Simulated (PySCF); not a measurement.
Zinc-blende AlN (metastable phase): Hartree–Fock at its full settings () and at cheaper ones, in a cell of 2 atoms.

```json
[
 {"level and setting": "Hartree–Fock (PySCF)", "equilibrium lattice constant a (Å)": "4.339", "bulk modulus B0 (GPa)": "230"},
 {"level and setting": "Hartree–Fock/6-31G* (Γ point alone) (PySCF)", "equilibrium lattice constant a (Å)": "4.395", "bulk modulus B0 (GPa)": "217"},
 {"level and setting": "Hartree–Fock/6-31G* (2×2×2 k mesh) (PySCF)", "equilibrium lattice constant a (Å)": "4.402", "bulk modulus B0 (GPa)": "220"},
 {"level and setting": "Hartree–Fock/GTH-SZV (2×2×2 k mesh) (PySCF)", "equilibrium lattice constant a (Å)": "4.447", "bulk modulus B0 (GPa)": "194"}
]
```

Largest shifts from the full settings: lattice constant a +2.49 % (Hartree–Fock/GTH-SZV (2×2×2 k mesh)); bulk modulus -15.7 % (Hartree–Fock/GTH-SZV (2×2×2 k mesh)).

Run with cheap settings on purpose, which may leave them unconverged: Hartree–Fock/6-31G* (2×2×2 k mesh), Hartree–Fock/6-31G* (Γ point alone), Hartree–Fock/GTH-SZV (2×2×2 k mesh).
